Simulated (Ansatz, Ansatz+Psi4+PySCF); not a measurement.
```tsv
atom	x (Å)	y (Å)	z (Å)
F	0.0000	0.0000	0.1121
H	0.0000	0.0000	-1.0086
```

Basis set: cc-pVTZ (spherical functions). Correlated methods keep 1 orbital frozen. Charge 0, multiplicity 1.

Computed with Ansatz (development build ahead of 0.2.0); each method stands on the lowest determinant of its kind that the runs found. Restricted open shells among the atoms or ions are ROHF, correlated in semicanonical orbitals with singles.

(1) Give the atomization energy at this shape (free ground-state atoms in the same class of orbitals less the molecule, no zero-point energy) of singlet HF by RHF-CCSD(T), RHF-MP2.

Results:

(1)

```json
{"method": "RHF-CCSD(T)", "atomization energy": "5.13 eV"}
{"method": "RHF-MP2", "atomization energy": "5.30 eV"}
```

Caution: stretched shape with no unrestricted run beside it, a lower state can exist; the shape is not the minimum.
